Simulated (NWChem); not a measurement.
System meant: nitrogen (N2); SMILES N#N

NWChem input:

```
start job
memory heap 200 mb stack 900 mb global 1100 mb
geometry units angstroms noautosym nocenter noautoz
  N      0.000000     0.000000     0.544738
  N      0.000000     0.000000    -0.544738
end
basis spherical
  * library def2-svp
end
dft
  xc m06-l
  iterations 150
end
property
  shielding 1 1
end
task dft property
```

End of the output:

```
 Vector   10  Occ=0.000000D+00  E= 4.895505D-01
              MO Center= -4.8D-10,  4.4D-10,  2.3D-07, r^2= 1.7D+00
   Bfn.  Coefficient  Atom+Function         Bfn.  Coefficient  Atom+Function
  ----- ------------  ---------------      ----- ------------  ---------------
     2      1.162002  1 N  s                 16      1.162000  2 N  s
     3     -0.895937  1 N  s                 17     -0.895940  2 N  s
     9      0.326564  1 N  pz                23     -0.326567  2 N  pz
     1      0.192982  1 N  s                 15      0.192981  2 N  s
    12      0.034975  1 N  d  0              26      0.034975  2 N  d  0

 center of mass
 --------------
 x =   0.00000000 y =   0.00000000 z =   0.00000000

 moments of inertia (a.u.)
 ------------------
          29.677428748706           0.000000000000           0.000000000000
           0.000000000000          29.677428748706           0.000000000000
           0.000000000000           0.000000000000           0.000000000000

     Multipole analysis of the density
     ---------------------------------

     L   x y z        total         alpha         beta         nuclear
     -   - - -        -----         -----         ----         -------
     0   0 0 0     -0.000000     -7.000000     -7.000000     14.000000

     1   1 0 0      0.000000      0.000000      0.000000      0.000000
     1   0 1 0     -0.000000     -0.000000     -0.000000      0.000000
     1   0 0 1     -0.000001     -0.000001     -0.000001      0.000000

     2   2 0 0     -7.431186     -3.715593     -3.715593      0.000000
     2   1 1 0      0.000000      0.000000      0.000000      0.000000
     2   1 0 1      0.000000      0.000000      0.000000      0.000000
     2   0 2 0     -7.431186     -3.715593     -3.715593      0.000000
     2   0 1 1     -0.000000     -0.000000     -0.000000      0.000000
     2   0 0 2     -8.771352    -11.803406    -11.803406     14.835461

          -----------------------------------------
          Chemical Shielding Tensors (GIAO, in ppm)
          -----------------------------------------

 ------------------------------------------------------------------------
  xm06: d2 not coded                    0
 ------------------------------------------------------------------------
 ------------------------------------------------------------------------
  current input line :
    17: task dft property
 ------------------------------------------------------------------------
 ------------------------------------------------------------------------
 This error has not yet been assigned to a category
 ------------------------------------------------------------------------
 For more information see the NWChem manual at https://nwchemgit.github.io

0: xm06: d2 not coded:Received an Error in Communication
```

Problem. What is wrong, and how is it mended?

Solution. The program stopped with an error. Cause: this functional's second derivatives, which shieldings need, aren't coded here; the fix takes a hybrid GGA instead. This input runs:
```
start job
memory heap 200 mb stack 900 mb global 1100 mb
geometry units angstroms noautosym nocenter noautoz
  N      0.000000     0.000000     0.544738
  N      0.000000     0.000000    -0.544738
end
basis spherical
  N library def2-svp
end
dft
  xc pbe0
  iterations 150
end
property
  shielding 1 1
end
task dft property
```
It converges to -109.31493 Ha (PBE0/def2-SVP, GIAO).
